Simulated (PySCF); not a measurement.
Two probes of the same atoms: core binding energy and nuclear shielding

Compound: C₅H₉N.
Atom-mapped SMILES: `[C-:1]#[N+:2][C:3]([CH3:4])([CH3:5])[CH3:6]`

Geometry (PBE0-D3(BJ)/def2-TZVP, Å), atoms numbered from 1 in this order:
```xyz
15
C5H9N angstrom
C      0.659   -1.258    2.392
N      0.382   -0.730    1.391
C      0.043   -0.084    0.159
C     -0.833    1.123    0.480
C      1.337    0.352   -0.521
C     -0.714   -1.085   -0.709
H     -1.101    1.636   -0.446
H     -1.748    0.812    0.985
H     -0.301    1.824    1.124
H      1.105    0.845   -1.466
H      1.888    1.048    0.112
H      1.973   -0.511   -0.724
H     -0.985   -0.616   -1.657
H     -0.095   -1.959   -0.917
H     -1.625   -1.416   -0.209
```

Binding energies: PySCF 2.14.0, delta-SCF UKS SCAN, pcX-3 on the ionised atom, pcseg-2 elsewhere, spin-free X2C. Shieldings: GIAO B97-2/pcSseg-2, non-relativistic, same geometry.

```json
{"atom": "C1", "isotropic shielding (ppm)": "11.8"}
{"atom": "C3", "isotropic shielding (ppm)": "130.3"}
{"atom": "C4", "isotropic shielding (ppm)": "152.1"}
```

Problem. What are the C 1s binding energies of these atoms?

Solution. 
| atom | environment | C 1s (eV) | isotropic shielding (ppm) |
| --- | --- | --- | --- |
| C4 | methyl carbon | 290.96 | 152.1 |
| C1 | isocyanide carbon | 291.50 | 11.8 |
| C3 | sp3 carbon bound to nitrogen | 292.75 | 130.3 |

Problem. Among the listed atoms, is the one with the highest binding energy also the least shielded?

Solution. No. The highest binding energy is at C3 (292.75 eV, shielding 130.3 ppm), the lowest shielding at C1 (11.8 ppm, 291.50 eV).

By binding energy: C4 < C1 < C3. By shielding: C1 < C3 < C4.

Of atoms equivalent by bonding only the ionised one is listed; its partners' own values can differ in this conformer. Geometry: PBE0-D3(BJ)/def2-TZVP; no solvent, vibrations or thermal averaging.
